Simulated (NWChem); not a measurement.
**One shape, several levels: BPH6 (SMILES [BH3-][PH3+])**

Wanted: a comparison of 4 runs (BLYP/def2-SVPD, M06-L/def2-SVPD, TPSS/def2-SVPD, revPBE/def2-SVPD) of BPH6. 

Program for the calculation: NWChem 7.3.0.

## 1. Starting point

BPH6: 8 atoms, total charge 0, spin state singlet. SMILES: `[BH3-][PH3+]`. The coordinates come from a PBE0-D4/def2-TZVP relaxation.

Bond lengths: B1–P2 1.910 Å, B1–H3 1.209 Å, B1–H4 1.209 Å, B1–H5 1.209 Å, P2–H6 1.408 Å, P2–H7 1.409 Å, P2–H8 1.408 Å. Some angles: B1–P2–H6 118.0°, B1–P2–H7 118.1°, B1–P2–H8 118.0°, P2–B1–H3 103.8°, P2–B1–H4 103.8°, P2–B1–H5 103.8°, H6–P2–H7 99.7°, H6–P2–H8 99.7°, H7–P2–H8 99.7°, H3–B1–H4 114.5°.

## 2. Energy and gradient at BLYP/def2-SVPD (run 1)

bh6p.nw

```
start bh6p
memory total 2200 mb
charge 0

geometry units angstroms noautosym nocenter noautoz
   B       -0.556100       0.227200      -0.914000
   P        0.433900      -0.181600       0.667700
   H       -1.693400       0.343100      -0.520100
   H       -0.367800      -0.730200      -1.628000
   H       -0.055500       1.254200      -1.309900
   H        0.418800       0.755700       1.718800
   H        1.823100      -0.380300       0.547100
   H        0.089200      -1.345200       1.382600
end

basis spherical bse
   * library def2-SVPD
end

dft
   xc becke88 lyp
   grid fine
   convergence energy 1e-08
   maxiter 100
   mulliken
   print medium
end

task dft gradient
```

Run with:

```console
$ nwchem bh6p.nw > bh6p.out
```

The program printed:

```text
[...]
          Wavefunction type:  closed shell.
          No. of atoms     :     8
          No. of electrons :    26
[...]
          Charge           :     0
          Spin multiplicity:     1
[...]
          AO basis - number of functions:    92
[...]
              XC Information
              --------------
                    Becke 1988 Exchange Functional  1.000
              Lee-Yang-Parr Correlation Functional  1.000
[...]
 d= 0,ls=0.0,diis     1   -369.5655852067 -4.29D+02  1.89D-02  3.20D-01     2.4
[...]
 d= 0,ls=0.0,diis     8   -369.6158203927 -7.50D-10  2.10D-06  1.27D-08    15.9
         Total DFT energy =     -369.615820392707
      One electron energy =     -625.773673836930
           Coulomb energy =      226.060660797505
    Exchange-Corr. energy =      -29.447328822475
 Nuclear repulsion energy =       59.544521469194
[...]
      Total Density - Mulliken Population Analysis
     ---------------------------------------------
    Atom       Charge   Shell Charges
 -----------   ------   -------------------------------------------------------
    1 B    5     6.66   1.98  0.83  1.15 -0.11  1.80  0.91  0.03  0.06
    2 P   15    15.24   2.00  1.98  1.31 -0.16  0.22  5.92  1.56  1.99  0.14  0.27
    3 H    1     0.57   0.76 -0.20  0.01 -0.00
    4 H    1     0.57   0.76 -0.20  0.01 -0.00
    5 H    1     0.57   0.76 -0.20  0.01 -0.00
    6 H    1     0.79   0.75 -0.03  0.02  0.06
    7 H    1     0.79   0.75 -0.03  0.02  0.06
    8 H    1     0.79   0.75 -0.03  0.02  0.06
[...]
  wavefunction    = closed shell
                         DFT ENERGY GRADIENTS
    atom               coordinates                        gradient
                 x          y          z           x          y          z
   1 B      -1.050877   0.429346  -1.727210    0.002303  -0.000979   0.003678
   2 P       0.819952  -0.343174   1.261770    0.000865  -0.000320   0.001417
   3 H      -3.200062   0.648365  -0.982846    0.005643  -0.000685  -0.001263
   4 H      -0.695041  -1.379878  -3.076474   -0.000527   0.004324   0.003893
   5 H      -0.104880   2.370094  -2.475352   -0.001967  -0.004918   0.002407
   6 H       0.791417   1.428066   3.248061   -0.000117  -0.005156  -0.006194
   7 H       3.445159  -0.718663   1.033869   -0.007917   0.001184   0.000357
   8 H       0.168564  -2.542059   2.612735    0.001718   0.006551  -0.004295
[...]
```

It took 22 s on 1 thread of Intel Xeon Platinum 8259CL at 2.50GHz (Skylake/Cascade Lake), shared host; peak memory 0.12 GiB.

## 3. Energy and forces at M06-L/def2-SVPD (run 2)

run.py

```python
from ase import Atoms
from ase.calculators.nwchem import NWChem

system = Atoms(['B', 'P', 'H', 'H', 'H', 'H', 'H', 'H'], positions=[
    [-0.556100, 0.227200, -0.914000],
    [0.433900, -0.181600, 0.667700],
    [-1.693400, 0.343100, -0.520100],
    [-0.367800, -0.730200, -1.628000],
    [-0.055500, 1.254200, -1.309900],
    [0.418800, 0.755700, 1.718800],
    [1.823100, -0.380300, 0.547100],
    [0.089200, -1.345200, 1.382600],
])

calc = NWChem(
    label='test',
    theory='dft',
    memory='2200 mb',
    basis='def2-SVPD',
    basispar='spherical bse',
    dft={'xc': 'm06-l', 'mult': '1', 'grid': 'fine', 'convergence': 'energy 1e-08', 'iterations': '100', 'mulliken': None},
)
system.calc = calc

forces = system.get_forces()
print("Total energy (eV):", round(system.get_potential_energy(), 6))
print("forces (eV/A):")
for s, f in zip(system.symbols, forces):
    print(f"{s:2s} {f[0]:10.5f} {f[1]:10.5f} {f[2]:10.5f}")
print("dipole (e A):", system.get_dipole_moment().round(4))
```

Run with:

```console
$ export ASE_NWCHEM_COMMAND="nwchem PREFIX.nwi > PREFIX.nwo"
$ python run.py
```

The program printed:

```text
Total energy (eV): -10059.008343
forces (eV/A):
B     0.02463   -0.00854    0.03959
P    -0.11760    0.04592   -0.19088
H    -0.11184    0.01157    0.03759
H     0.01810   -0.09467   -0.07117
H     0.04813    0.10053   -0.03965
H     0.02011    0.06232    0.11308
H     0.12192   -0.02304    0.02509
H    -0.00345   -0.09405    0.08634
dipole (e A): [ 0.4187 -0.1729  0.6689]
```

The calculator wrote test.nwi:

```
title "test"

permanent_dir test

scratch_dir test

start test

geometry units angstrom nocenter noautosym noautoz
  B  -5.5610000000000004e-01 2.2720000000000001e-01 -9.1400000000000003e-01
  P  4.3390000000000001e-01 -1.8160000000000001e-01 6.6769999999999996e-01
  H  -1.6934000000000000e+00 3.4310000000000002e-01 -5.2010000000000001e-01
  H  -3.6780000000000002e-01 -7.3019999999999996e-01 -1.6279999999999999e+00
  H  -5.5500000000000001e-02 1.2542000000000000e+00 -1.3099000000000001e+00
  H  4.1880000000000001e-01 7.5570000000000004e-01 1.7188000000000001e+00
  H  1.8230999999999999e+00 -3.8030000000000003e-01 5.4710000000000003e-01
  H  8.9200000000000002e-02 -1.3452000000000000e+00 1.3826000000000001e+00
end

memory 2200 mb

basis spherical bse noprint
   * library def2-SVPD
end

dft
  xc m06-l
  mult 1
  grid fine
  convergence energy 1e-08
  iterations 100
  mulliken
end

task dft gradient
```

test.nwo:

```text
Northwest Computational Chemistry Package (NWChem) 7.3.0
             --------------------------------------------------------

           Job information
           ---------------

    nwchem branch   = 7.3.0
    use scalapack   = T
    input           = test.nwi
    prefix          = test.
    data base       = test/test.db
    status          = startup
    nproc           =        1

           Memory information
           ------------------

    heap     =     72089596 doubles =      550.0 Mbytes
    stack    =     72089601 doubles =      550.0 Mbytes
    global   =    144179200 doubles =     1100.0 Mbytes (distinct from heap & stack)
    total    =    288358397 doubles =     2200.0 Mbytes
    verify   = yes
    hardfail = no

[... 107 lines left out ...]
  convergence criterion.
[... 37 lines left out ...]
          Spatial weights used:  Erf1
[... 74 lines left out ...]
         Total DFT energy =     -369.661741361880
[... 3 lines left out ...]
 Nuclear repulsion energy =       59.544521469194
[... 721 lines left out ...]
          Convergence on gradient requested:  5.00D-04
[... 24 lines left out ...]
          total energy or number of iterations.
[... 26 lines left out ...]
                         DFT ENERGY GRADIENTS

    atom               coordinates                        gradient
                 x          y          z           x          y          z
   1 B      -1.050877   0.429346  -1.727210   -0.000479   0.000166  -0.000770
   2 P       0.819952  -0.343174   1.261770    0.002287  -0.000893   0.003712
   3 H      -3.200062   0.648365  -0.982846    0.002175  -0.000225  -0.000731
[... 4 lines of this table left out ...]
   8 H       0.168564  -2.542059   2.612735    0.000067   0.001829  -0.001679

                 ----------------------------------------
                 |  Time  |  1-e(secs)   |  2-e(secs)   |
                 ----------------------------------------
                 |  CPU   |       0.01   |       3.18   |
                 ----------------------------------------
                 |  WALL  |       0.01   |       3.18   |
                 ----------------------------------------

 Task  times  cpu:       34.3s     wall:       34.3s
 Total times  cpu:       34.3s     wall:       34.3s
```

Wall time 36 s (1 thread of Intel Xeon Platinum 8259CL at 2.50GHz (Skylake/Cascade Lake), shared host); peak memory 0.12 GiB.

Run 3 isn't shown in full; the table further down has it.

## 4. Energy and forces at revPBE/def2-SVPD (run 4)

a.nw

```
START a
TITLE "BH6P revPBE"
memory stack 880 mb heap 220 mb global 1100 mb

GEOMETRY units angstrom noautosym nocenter noautoz
  B    -0.556100    0.227200   -0.914000
  P     0.433900   -0.181600    0.667700
  H    -1.693400    0.343100   -0.520100
  H    -0.367800   -0.730200   -1.628000
  H    -0.055500    1.254200   -1.309900
  H     0.418800    0.755700    1.718800
  H     1.823100   -0.380300    0.547100
  H     0.089200   -1.345200    1.382600
END

BASIS "ao basis" spherical bse
  * library def2-SVPD
END

DFT
  xc revpbe cpbe96
  mult 1
  grid fine
  convergence energy 1e-08
  maxiter 100
  mulliken
  noprint "final vectors analysis"
END

TASK dft gradient
```

Run with:

```console
$ nwchem a.nw > a.out
```

The program printed:

```text
[...]
          Wavefunction type:  closed shell.
          No. of atoms     :     8
          No. of electrons :    26
[...]
          Charge           :     0
          Spin multiplicity:     1
[...]
          AO basis - number of functions:    92
[...]
              XC Information
              --------------
                        RevPBE Exchange Functional  1.000
            Perdew 1991 LDA Correlation Functional  1.000 local
           PerdewBurkeErnz. Correlation Functional  1.000 non-local
[...]
 d= 0,ls=0.0,diis     1   -369.5382907857 -4.29D+02  1.66D-02  2.75D-01     2.5
[...]
 d= 0,ls=0.0,diis     8   -369.5845834440 -5.37D-10  1.75D-06  1.06D-08    16.3
         Total DFT energy =     -369.584583444034
      One electron energy =     -625.873054787009
           Coulomb energy =      226.162382600071
    Exchange-Corr. energy =      -29.418432726290
 Nuclear repulsion energy =       59.544521469194
[...]
      Total Density - Mulliken Population Analysis
     ---------------------------------------------
    Atom       Charge   Shell Charges
 -----------   ------   -------------------------------------------------------
    1 B    5     6.31   1.98  0.82  0.88 -0.07  1.78  0.82  0.03  0.06
    2 P   15    15.67   2.00  1.98  1.25  0.15  0.17  5.92  1.54  2.23  0.15  0.28
    3 H    1     0.67   0.75 -0.10  0.01  0.00
    4 H    1     0.67   0.75 -0.10  0.01  0.00
    5 H    1     0.67   0.75 -0.10  0.01  0.00
    6 H    1     0.68   0.75 -0.13  0.02  0.04
    7 H    1     0.67   0.75 -0.13  0.02  0.04
    8 H    1     0.68   0.75 -0.13  0.02  0.04
[...]
  wavefunction    = closed shell
                         DFT ENERGY GRADIENTS
    atom               coordinates                        gradient
                 x          y          z           x          y          z
   1 B      -1.050877   0.429346  -1.727210    0.000254  -0.000133   0.000406
   2 P       0.819952  -0.343174   1.261770    0.003441  -0.001384   0.005533
   3 H      -3.200062   0.648365  -0.982846    0.007283  -0.000811  -0.002085
   4 H      -0.695041  -1.379878  -3.076474   -0.000950   0.005869   0.004798
   5 H      -0.104880   2.370094  -2.475352   -0.002877  -0.006464   0.002815
   6 H       0.791417   1.428066   3.248061   -0.000198  -0.005635  -0.006917
   7 H       3.445159  -0.718663   1.033869   -0.008771   0.001330   0.000281
   8 H       0.168564  -2.542059   2.612735    0.001818   0.007228  -0.004831
[...]
```

Wall time 22 s (1 thread of Intel Xeon Platinum 8259CL at 2.50GHz (Skylake/Cascade Lake), shared host); peak memory 0.12 GiB.

## 5. Overview of the runs

```
run             level  energy (Eh)  dipole moment (D)  largest force (eV/Å)  wall time
  1    BLYP/def2-SVPD  -369.615820               3.91                 0.414       22 s
  2   M06-L/def2-SVPD  -369.661741               3.88                 0.229       36 s
  3    TPSS/def2-SVPD  -369.705632               3.95                 0.219       29 s
  4  revPBE/def2-SVPD  -369.584583               3.90                 0.459       22 s
```

## 6. Outcome

| quantity | value |
| --- | --- |
| run 4: total energy | -369.58458 Eh |
| run 4: dipole moment | 3.90 D |
| run 4: largest force on an atom | 0.459 eV/Å |

The dipole moment (its size) runs from 3.88 D (M06-L/def2-SVPD) to 3.95 D (TPSS/def2-SVPD). Totals of different functionals can't be ranked against each other. All runs together took 1.8 min, the longest 36 s.
